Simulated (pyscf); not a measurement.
Four-centre exchange: H₂B–OH + ethylene (H₂C=CH₂) -> H₂B–CH=CH₂ + water (H₂O)

Gas phase, singlet surface, charge 0. Bonds broken: B1–O2, C6–H8. Bonds formed: B1–C6, O2–H8. Optimised with ωB97X-D3(BJ)/def2-SVP in PySCF. MP2 and CC: frozen core, UHF for open shells. ΔMP2 is the change of the MP2 total energy from the triple- to the quadruple-zeta basis.

Transition state (Å):

```xyz
11

B     -1.3315    -0.5662    -0.3506
O     -2.5437     0.1291     0.3750
H     -0.8113    -1.4061     0.3572
H     -1.5944    -0.8401    -1.5000
H     -2.6184    -0.2087     1.2748
C     -0.2612     0.8386    -0.4307
C      0.8319     0.8831     0.3478
H     -1.4497     0.7822     0.2191
H     -0.2922     1.4605    -1.3340
H      1.7079     1.4981     0.1066
H      0.8983     0.2801     1.2617
```

One imaginary mode, 1480i cm⁻¹; descent along it reached the two sides named, in the forms told below.

```json
[
 {"bond": "B1–O2", "change": "breaks", "reactant side (Å)": "1.356", "saddle": "1.575", "product side": "1.745"},
 {"bond": "C6–H8", "change": "breaks", "reactant side (Å)": "1.095", "saddle": "1.356", "product side": "2.6"},
 {"bond": "B1–C6", "change": "forms", "reactant side (Å)": "3.1", "saddle": "1.768", "product side": "1.593"},
 {"bond": "O2–H8", "change": "forms", "reactant side (Å)": "3.2", "saddle": "1.284", "product side": "0.970"}
]
```

Electronic energies relative to the separated reactants (kcal/mol):

```csv
level,barrier,reaction energy,reverse barrier
ωB97X-D3(BJ)/def2-TZVP,45.7,+29.1,16.6
PBE/def2-TZVP,38.2,+29.5,8.7
r²SCAN/def2-TZVP,40.8,+29.9,10.9
B3LYP-D3(BJ)/def2-TZVP,46.7,+29.8,16.8
PBE0-D3(BJ)/def2-TZVP,40.3,+28.7,11.6
M06-2X/def2-TZVP,45.5,+30.9,14.6
ωB97M-D3(BJ)/def2-TZVP,45.9,+29.9,16.0
HF/def2-TZVP,68.8,+30.4,38.3
MP2/def2-QZVPP,43.8,+27.4,16.4
CCSD/def2-TZVPP,50.3,+28.7,21.6
CCSD(T)/def2-TZVPP,46.7,+28.5,18.2
CCSD(T)/def2-TZVPP + ΔMP2(QZVPP),46.8,+27.9,18.8
```

With CCSD(T)/def2-TZVPP + ΔMP2(QZVPP) energies and thermal terms (ideal gas, 1 atm, RRHO with modes under 100 cm⁻¹ raised to 100, one conformer, R ln 2 for chiral ones without a mode under 150 cm⁻¹), in kcal/mol:

| T (K) | ΔH‡ | ΔG‡ | ΔH | ΔG |
|---|---|---|---|---|
| 298 | 45.0 | 56.0 | +27.0 | +26.7 |
| 600 | 45.5 | 67.0 | +27.7 | +26.1 |
| 900 | 46.4 | 77.5 | +28.0 | +25.2 |
| 1200 | 47.2 | 87.8 | +28.1 | +24.3 |

On the product side the descent ends in an adduct with a B–O contact, 10.8 kcal/mol under the separated species and 27.4 kcal/mol under the saddle at ωB97X-D3(BJ)/def2-TZVP. What is counted as broken (B–O) persists as a longer contact in the product adduct; parting that adduct is a step of its own. The same reactants have a lower exit, to H₃C–CH₂–BH–OH (barrier +11.3 kcal/mol at ωB97M-D3(BJ)/def2-TZVP, against +45.9 kcal/mol here). This is the saddle that the search found; another between the same sides may lie lower. The CCSD(T) − MP2 part came from Ansatz, without density fitting, on the same reference.
